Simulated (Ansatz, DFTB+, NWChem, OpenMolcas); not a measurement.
S2 (SMILES S=S): the vertical ionisation energy, rung by rung

S2: 2 atoms, total charge 0, spin state triplet. SMILES: `S=S`. Geometry: the measured bond length.

```xyz
2

S     0.0000    0.0000    0.0000
S     0.0000    0.0000    1.8892
```

Each level gives the vertical ionisation energy (to the doublet cation) (eV). The values are calculated.

```
               level                    kind     program  value (eV)  less CCSD(T)/cc-pVTZ
               DFTB2          semi-empirical       DFTB+       10.46                 +1.17
       UBLYP/cc-pVTZ                     GGA  OpenMolcas        9.25                 -0.04
      UB3LYP/cc-pVTZ           global hybrid  OpenMolcas        9.61                 +0.32
      UHSE06/cc-pVTZ  range-separated hybrid      Ansatz        9.69                 +0.40
   UPBE-QIDH/cc-pVTZ           double hybrid      Ansatz        9.92                 +0.63
     RPA@PBE/cc-pVTZ                     RPA      Ansatz        9.38                 +0.09
        UMP3/cc-pVTZ     perturbation theory      NWChem        9.42                 +0.13
CASSCF(12,8)/cc-pVTZ          multireference  OpenMolcas        7.69                 -1.60
   ROCCSD(T)/cc-pVTZ   coupled cluster or CI  OpenMolcas        9.29                  0.00
```

ROCCSD(T)/cc-pVTZ is the highest level here, not the true value. The values span 7.69 to 10.46 eV. Spin contamination of the reference (⟨S²⟩ at least 0.1 too high) touches UPBE-QIDH/cc-pVTZ.
